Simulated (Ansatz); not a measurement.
# Other spins and charges of P₂H, doublet at one geometry

Geometry (PBE0/def2-TZVP stationary point for this spin, not checked as a minimum):

```xyz
3

P     0.0000   -0.0767    0.9739
P     0.0000    0.0334   -1.0140
H     0.0000    1.3332    1.2319
```

Basis 6-31G; Ansatz 0.2.0. Only valence electrons are correlated (noble-gas cores frozen). R marks a restricted (for open shells ROHF) determinant, U an unrestricted one. Active spaces: valence = (11e, 9o) chosen from the atoms' valence shells.

Gaps are energies of the second state less the first, at fixed atoms, for a selection of the levels run; each method lands on the state that its own search finds for that charge and spin.

Unrestricted rows (U, and Kohn–Sham where it breaks symmetry) aren't spin-pure: their determinants' ⟨S²⟩ exceeds S(S+1) by up to 1.27, so they mix in states of higher spin, at the starting point too. HF rows: RHF is the determinant under the cluster runs, UHF is the lowest solution found. Coupled cluster chose its determinant by a search with trial CCSD, here up to 0.32 eV above the lowest Hartree–Fock solution of its kind, and MP2 stands on that determinant too. For open shells CISD and CISDTQ are restricted-active-space CI with the open shells as a complete middle space. A value is left out where its run failed or describes another state than the reference as far as symmetry and spin tell, or, spin-broken singlets apart, can't be checked.

Removing an electron, to the triplet: 9.529 eV at full CI (doublet A', triplet ion A', in Cs).

Large singles or doubles amplitudes warn of static correlation in the P2H doublet and the P2H⁺ triplet.

| level | gap (eV) | error (meV) | ⟨S²⟩ where 0.1 over S(S+1) (first / second) |
| --- | --- | --- | --- |
| UHF | 9.430 | -99 | 1.29 / 2.64 |
| RMP2 | 9.733 | 204 | – / – |
| UMP2 | 9.725 | 196 | 1.29 / 2.64 |
| RCCSD | 9.576 | 47 | – / – |
| UCCSD | 9.576 | 47 | 1.29 / 2.64 |
| RCCSD(T) | 9.548 | 19 | – / – |
| UCCSD(T) | 9.557 | 28 | 1.29 / 2.64 |
| BCCD(T) | 9.553 | 24 | – / – |
| RCCSDT | 9.537 | 8 | – / – |
| UCCSDT | 9.537 | 8 | 1.29 / 2.64 |
| RCCSDT(Q) | 9.529 | 0 | – / – |
| UCCSDT(Q) | 9.533 | 4 | 1.29 / 2.64 |
| RCCSDTQ | 9.529 | 0 | – / – |
| UCCSDTQ | 9.529 | 0 | 1.29 / 2.64 |
| CASSCF (valence space) | 9.206 | -323 | – / – |
| NEVPT2 (valence space) | 9.441 | -88 | – / – |
| MRCISD (valence space) | 9.512 | -17 | – / – |
| MRCISD+Q (valence space) | 9.528 | -1 | – / – |
| PBE | 10.323 | 794 | – / – |
| r2SCAN | 10.405 | 876 | – / – |
| RPA-PBE | 9.581 | 52 | – / – |

Removing an electron, to the singlet: 8.247 eV at full CI (doublet A', singlet ion A', in Cs).

Large singles or doubles amplitudes warn of static correlation in the P2H doublet and the P2H⁺ singlet.

| level | gap (eV) | error (meV) | ⟨S²⟩ where 0.1 over S(S+1) (first / second) |
| --- | --- | --- | --- |
| UHF | 8.808 | 561 | 1.29 / 1.27 |
| CISD | 8.473 | 226 | – / – |
| BCCD(T) | 8.280 | 33 | – / – |
| RCCSDT | 8.266 | 19 | – / – |
| RCCSDTQ | 8.251 | 4 | – / – |
| NEVPT2 (valence space) | 8.138 | -109 | – / – |
| r2SCAN | 9.120 | 873 | – / – |
| B3LYP | 9.021 | 774 | – / – |
| wB97M-V | 8.959 | 712 | – / – |
| RPA-PBE | 8.162 | -85 | – / – |

Quartet less doublet: 2.384 eV at full CI (doublet A', quartet A', in Cs).

Large singles or doubles amplitudes warn of static correlation in the P2H doublet.

| level | gap (eV) | error (meV) | ⟨S²⟩ where 0.1 over S(S+1) (first / second) |
| --- | --- | --- | --- |
| RHF | 1.111 | -1273 | – / – |
| UHF | 1.449 | -935 | 1.29 / – |
| RMP2 | 2.294 | -90 | – / – |
| UMP2 | 1.895 | -489 | 1.29 / – |
| CISD | 2.128 | -256 | – / – |
| RCCSD | 2.300 | -84 | – / – |
| UCCSD | 2.308 | -76 | 1.29 / – |
| RCCSD(T) | 2.361 | -23 | – / – |
| UCCSD(T) | 2.355 | -29 | 1.29 / – |
| BCCD(T) | 2.359 | -25 | – / – |
| RCCSDT | 2.366 | -18 | – / – |
| UCCSDT | 2.367 | -17 | 1.29 / – |
| CISDTQ | 2.367 | -17 | – / – |
| RCCSDT(Q) | 2.382 | -2 | – / – |
| UCCSDT(Q) | 2.381 | -3 | 1.29 / – |
| RCCSDTQ | 2.382 | -2 | – / – |
| UCCSDTQ | 2.383 | -1 | 1.29 / – |
| CASSCF (valence space) | 2.415 | 31 | – / – |
| NEVPT2 (valence space) | 2.397 | 13 | – / – |
| MRCISD (valence space) | 2.387 | 3 | – / – |
| MRCISD+Q (valence space) | 2.385 | 1 | – / – |
| PBE | 2.515 | 131 | – / – |
| r2SCAN | 2.343 | -41 | – / – |
| PBE0 | 2.222 | -162 | – / – |
| B3LYP | 2.378 | -6 | – / – |
| wB97M-V | 2.346 | -38 | – / – |
| B2PLYP | 2.307 | -77 | 0.89 / – |
| PBE-QIDH | 2.032 | -352 | 1.05 / – |
| RPA-PBE | 2.362 | -22 | – / – |

In so small a basis the reference is far from its limit while semilocal and hybrid functionals are nearer theirs (RPA and double hybrids share part of the reference's basis error), so the functionals' errors here hold much of the reference's basis and frozen-core error, which can add to them or hide them. The set has no polarisation functions, which weighs most on the reference.

Full CI is exact within this basis and frozen core; it isn't the basis-set limit. The frozen core follows each run's orbitals, which can shift R against U totals by a few meV.
